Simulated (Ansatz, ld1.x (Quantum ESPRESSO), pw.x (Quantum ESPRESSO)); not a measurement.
## Equation-of-state test of one PAW potential (tantalum (Ta))

| Quantity | Value |
| --- | --- |
| Element | Ta (Z = 73) |
| Generator | ld1.x (Quantum ESPRESSO) 7.5 |
| Type | PAW |
| Functional | PBEsol |
| Relativity | scalar-relativistic |
| Frozen core | [Kr] 4d10 4f14 |
| Valence charge | 13 |
| Reference configuration | 5s2 5p6 5d3.5 6s1.5 6p0 |
| Partial waves | 5s (bound): rcut 1.50, rcutus 1.75 bohr; 6s (bound): rcut 1.50, rcutus 1.75 bohr; 5p (bound): rcut 2.30, rcutus 2.70 bohr; 6p (bound, empty): rcut 2.30, rcutus 2.70 bohr; 5d (bound): rcut 2.45, rcutus 3.20 bohr; 5d channel at 4.95 Ry: rcut 2.45, rcutus 3.20 bohr |
| Local potential | all-electron potential smoothed inside 1.35 bohr (lloc = -1) |
| Core correction | Bessel-smoothed model core, default radius (core density twice the valence density) |
| Augmentation charge | BESSEL, radius 1.25 bohr |

Crystal test: sc Ta in pw.x 7.5, no spin, 12³ k-points, Fermi–Dirac smearing 0.01 Ry, cutoffs 45/360 Ry. The reference is all-electron LAPW (Ansatz 0.2.0) with the same functional, mesh and smearing; V0 and B0 come from Birch–Murnaghan fits to the pressures at five volumes. Errors are pseudo minus all-electron; Δ is the rms difference of the E(V) curves that follow from these fits, minima aligned, over ±6 % about the mean V0. Mesh and smearing are coarse, so the numbers serve the comparison and aren't converged zero-temperature values; the lattice is a test structure that the element need not adopt.

```
V (Å³/atom)  P all-electron (GPa)  P pseudo (GPa)
     18.657                 10.78           12.57
     19.148                  5.93            7.55
     19.639                  1.64            3.10
     20.130                 -2.16           -0.87
     20.621                 -5.52           -4.46
```

All-electron: a0 = 2.707 Å (V0 = 19.84 Å³/atom), B0 = 154.9 GPa.

Pseudopotential: mean pressure error (GPa): +1.44; a0 (Å): 2.715; a0 error (%): +0.29; B0 error (%): +1.8; Δ (meV/atom): 5.9. The largest radius (3.20 bohr) exceeds half the bond length (2.55 bohr), so the spheres overlap, which is one possible source of error among others.

Problem. At the middle volume, how do free energy and pressure move when the wave cutoff is lowered (ecutrho held at 360 Ry)?

Solution.

| cutoff (Ry) | shift of F (meV/atom) | shift of P (GPa) |
| --- | --- | --- |
| 20 | +194.3 | -2.38 |
| 27 | +63.8 | -1.08 |
| 36 | +11.8 | -0.26 |

The run at the middle volume (84 k-points, 24 iterations) took about 27 s on one core of a shared host (Neoverse-V2, 96 threads, 371 GiB, load 61).
